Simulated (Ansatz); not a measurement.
`[NH2][Al][OH]` radical, charge 0, multiplicity 2.

**Question.** Give a relaxed structure at PBE0-D4/def2-TZVP (Ansatz 0.2.0). (Best estimate.)

**Answer.** The calculation gave: 
Z-matrix (Å, degrees):
```
N
Al 1 1.769
H 1 1.006 2 125.0
H 1 1.009 2 124.1 3 180.0
O 2 1.706 1 116.1 3 -180.0
H 5 0.955 2 122.8 1 180.0
```
Point group Cs.
